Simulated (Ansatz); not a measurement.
# AlH₂− (singlet): wave-function methods side by side at scale of all distances = 0.872, 6-31++G**

Aim: climb from Hartree-Fock through coupled cluster and multireference methods for AlH₂− (singlet) at one geometry and basis, and see what each rung misses.

Computed with Ansatz 0.2.0, Gaussian basis. Level: 6-31++G**, core rule «outside noble gas», up to 5 orbitals frozen.

Plan: UHF; CCSD(T) on RHF; CCSD(T) on UHF; BCCD(T) on RHF; CISD; CCSDT(Q) on RHF; CCSDT(Q) on UHF; CCSDTQ on RHF; CASSCF and MRCISD+Q, 2 electrons in 2 orbitals; CASSCF and NEVPT2, 2 electrons in 2 orbitals; CASSCF and MRCISD+Q, 6 electrons in 6 orbitals; CASSCF and NEVPT2, 6 electrons in 6 orbitals; Full CI.

17 further runs of the same task are left out: 1 for a mislabelled method, 12 that didn't finish, 4 set aside as unsound or not needed.

## Step 1: The geometry

The geometry derives from a PBE0/def2-TZVPD stationary point (not a proven minimum). All distances are scaled together.

3 atoms, charge -1, spin multiplicity 1.

Atoms are counted from 1 here; the program's logs count them from 0.

Bond lengths: Al1–H2 1.480 Å, Al1–H3 1.480 Å. Angles: H2–Al1–H3 93.2°.

Coordinates:

```xyz
3
charge -1, multiplicity 1
Al    0.00000   -0.07067    0.00000
H     0.00000    0.94594   -1.07507
H     0.00000    0.94594    1.07507
```

## Step 2: UHF

Input file in.yaml:

```yaml
crystal:
  periodic: [false, false, false]
  atoms:
    - {symbol: Al, position_ang: [0.000000, -0.070674, 0.000000]}
    - {symbol: H, position_ang: [0.000000, 0.945938, -1.075072]}
    - {symbol: H, position_ang: [0.000000, 0.945939, 1.075072]}
basis:
  gaussian: {orbitals: "6-31++G**"}
total_charge: -1
magnetization: {spin_polarized: true, initial_magnetization: 0}
hamiltonian: {xc: hf}
output: {orbitals: {seedname: orbitals}}
```

On the command line:

```console
ansatz run in.yaml --threads 1 --pin off --events-out ev --progress --plain --max-ram 2393MiB
```

Further steps of the session: CCSD(T) on RHF; CCSD(T) on UHF; BCCD(T) on RHF; CISD; CCSDT(Q) on RHF; CCSDT(Q) on UHF; CCSDTQ on RHF; CASSCF and MRCISD+Q, 2 electrons in 2 orbitals; CASSCF and NEVPT2, 2 electrons in 2 orbitals; CASSCF and MRCISD+Q, 6 electrons in 6 orbitals; CASSCF and NEVPT2, 6 electrons in 6 orbitals; Full CI.

Q: Predict the results of all the runs planned. Wanted: FCI below the RHF energy; RMP2 from FCI; RCCSD from FCI; RCCSD(T) from FCI; RCCSDT(Q) from FCI; NEVPT2 pair from FCI; MRCISD+Q pair from FCI; NEVPT2 valence from FCI; T1 diagnostic.

**Answer**, as computed:

```
                         quantity                                                                           value
         FCI below the RHF energy                                                                      -2.6247 eV
                    RMP2 from FCI                                                                      +661.4 meV
                   RCCSD from FCI                                                                       +64.3 meV
                RCCSD(T) from FCI                                                                       +16.3 meV
               RCCSDT(Q) from FCI                                                                        +0.6 meV
             NEVPT2 pair from FCI                                                                      +614.6 meV
           MRCISD+Q pair from FCI                                                                        -5.7 meV
          NEVPT2 valence from FCI                                                                      +602.8 meV
levels within 1 kcal/mol (43 meV)  RCCSD(T), BCCD(T), RCCSDT, RCCSDT(Q), RCCSDTQ, MRCISD+Q pair, MRCISD+Q valence
                    T1 diagnostic                                                                           0.016
   effectively unpaired electrons                                                                            0.08
```

RCCSD(T) lands +16.3 meV from the yardstick (0.6 % of the correlation energy). MRCISD+Q pair falls below full CI: the +Q correction isn't variational, and the cores differ from full CI's. One determinant dominates. Of the multireference levels listed MRCISD+Q pair comes nearest in total energy (-5.7 meV), which doesn't show that its space is the better one. These misses are within one basis, not against nature.
